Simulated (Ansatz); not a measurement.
Cost and result for the atomization energy of `[SiH3]CS` (9 atoms, 8 bonds).

Cartesian coordinates in Å:
```
Si -0.355 0.035 -1.019
C 0.189 0.552 0.702
S 1.165 -0.747 1.506
H 0.835 -0.195 -1.875
H -1.216 1.082 -1.636
H -1.138 -1.227 -0.916
H 0.859 1.412 0.626
H -0.652 0.851 1.331
H 0.314 -1.763 1.282
```

Charge 0, multiplicity 1. All single points use the PBE0-D4/def2-TZVP geometry. It is one conformer, not always the lowest. Program: Ansatz. All runs use 2 threads of an Arm Neoverse V1 on a shared host. Times are those of one run each, without the atoms' runs, and a repeat can differ threefold. Electronic energies, without spin–orbit coupling; frozen cores. CCSD(T)/CBS adds CCSD(T) − MP2 in def2-TZVPP to the MP2 limit, and its time is that of the two runs behind it. T1 = 0.011.

CCSD(T)/CBS is a level of theory with its own doubt, some kJ/mol a heavy atom from the limit and from the frozen cores, so smaller differences don't rank the functionals.

```json
{"level": "LDA (SPW92)/def2-TZVPP", "functions": "199", "wall time": "1.4 s", "atomization (kJ/mol)": "3204.3", "difference from CCSD(T)/CBS": "339.6", "per bond": "42.4"}
{"level": "CCSD(T)/def2-SVP", "functions": "80", "wall time": "1.8 s", "atomization (kJ/mol)": "2683.3", "difference from CCSD(T)/CBS": "-181.4", "per bond": "-22.7"}
{"level": "BLYP-D4/def2-TZVPP", "functions": "199", "wall time": "2.3 s", "atomization (kJ/mol)": "2831.5", "difference from CCSD(T)/CBS": "-33.2", "per bond": "-4.1"}
{"level": "revPBE-D4/def2-TZVPP", "functions": "199", "wall time": "2.4 s", "atomization (kJ/mol)": "2819.5", "difference from CCSD(T)/CBS": "-45.2", "per bond": "-5.6"}
{"level": "PBE0-D4/def2-TZVPP", "functions": "199", "wall time": "3.3 s", "atomization (kJ/mol)": "2846.2", "difference from CCSD(T)/CBS": "-18.5", "per bond": "-2.3"}
{"level": "BHLYP-D4/def2-TZVPP", "functions": "199", "wall time": "3.4 s", "atomization (kJ/mol)": "2810.1", "difference from CCSD(T)/CBS": "-54.6", "per bond": "-6.8"}
{"level": "B2PLYP/def2-TZVPP", "functions": "199", "wall time": "5.5 s", "atomization (kJ/mol)": "2820.0", "difference from CCSD(T)/CBS": "-44.7", "per bond": "-5.6"}
{"level": "r2SCAN-D4/def2-TZVPP (with forces)", "functions": "199", "wall time": "6 s", "atomization (kJ/mol)": "2860.7", "difference from CCSD(T)/CBS": "-4.0", "per bond": "-0.5"}
{"level": "r2SCANh-D4/def2-TZVPP", "functions": "199", "wall time": "6 s", "atomization (kJ/mol)": "2851.1", "difference from CCSD(T)/CBS": "-13.6", "per bond": "-1.7"}
{"level": "B97M-V/def2-TZVPP", "functions": "199", "wall time": "12 s", "atomization (kJ/mol)": "2875.6", "difference from CCSD(T)/CBS": "10.9", "per bond": "1.4"}
{"level": "MP2/def2-QZVPP", "functions": "377", "wall time": "20 s", "atomization (kJ/mol)": "2831.0", "difference from CCSD(T)/CBS": "-33.7", "per bond": "-4.2"}
{"level": "CCSD(T)/def2-TZVPP", "functions": "199", "wall time": "47 s", "atomization (kJ/mol)": "2791.7", "difference from CCSD(T)/CBS": "-73.0", "per bond": "-9.1"}
{"level": "CCSD(T)/CBS(def2)", "functions": "–", "wall time": "67 s", "atomization (kJ/mol)": "2864.7", "difference from CCSD(T)/CBS": "0.0", "per bond": "0.0"}
```

From BLYP to BHLYP (50 % exact exchange), in def2-TZVPP and without D4, the atomization energy moves by −4.8 kJ/mol: exact exchange takes away binding that semilocal exchange gives to molecules. In def2-TZVPP, CCSD(T) changes the Hartree–Fock value by +657.3 kJ/mol (the triples alone add +31.8 kJ/mol) and MP2 by +653.4 kJ/mol; breaking electron pairs costs correlation energy, which Hartree–Fock lacks. The D4 term adds +28.0 kJ/mol with B3LYP and +14.4 kJ/mol with PBE0; it sums over pairs of atoms, weighted by their polarisabilities, and B3LYP, whose exchange is more repulsive, gets the larger term.

B3LYP here is the variant with VWN-RPA as its local correlation; programs differ in this.
